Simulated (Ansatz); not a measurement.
A run on C₄H₈O (`CC(C)=CO`) with other settings.

```yaml
crystal:
  periodic: [false, false, false]
  atoms:
    - {symbol: C, position_ang: [-1.434388, -0.164800, -0.233140]}
    - {symbol: C, position_ang: [0.039513, -0.091252, -0.004029]}
    - {symbol: C, position_ang: [0.804645, -1.373504, -0.046535]}
    - {symbol: C, position_ang: [0.666952, 1.056795, 0.230092]}
    - {symbol: O, position_ang: [0.016548, 2.257165, 0.279252]}
    - {symbol: H, position_ang: [-1.902099, 0.817565, -0.180885]}
    - {symbol: H, position_ang: [-1.653390, -0.599291, -1.214825]}
    - {symbol: H, position_ang: [-1.910735, -0.813623, 0.510202]}
    - {symbol: H, position_ang: [0.436115, -2.078488, 0.707220]}
    - {symbol: H, position_ang: [1.870817, -1.218217, 0.131582]}
    - {symbol: H, position_ang: [0.693719, -1.867582, -1.018416]}
    - {symbol: H, position_ang: [1.741044, 1.089498, 0.394362]}
    - {symbol: H, position_ang: [0.651758, 2.950935, 0.460020]}
basis:
  gaussian: {orbitals: def2-TZVPPP, final_grid: {core_spheres: 8, valence_spheres: 7, degree: 23}, nuclear_model: gaussian}
total_charge: -1
magnetization: {spin_polarized: true, initial_magnetization: 1}
hamiltonian: {xc: {name: PBE}}
```

```sh
$ ansatz run in.yaml --threads 4 --pin off --events-out ev --progress --plain --max-ram 10444MiB
```

It prints (some lines left out):

```
Error: <dir> can't be read: No such file or directory (os error 2)
```
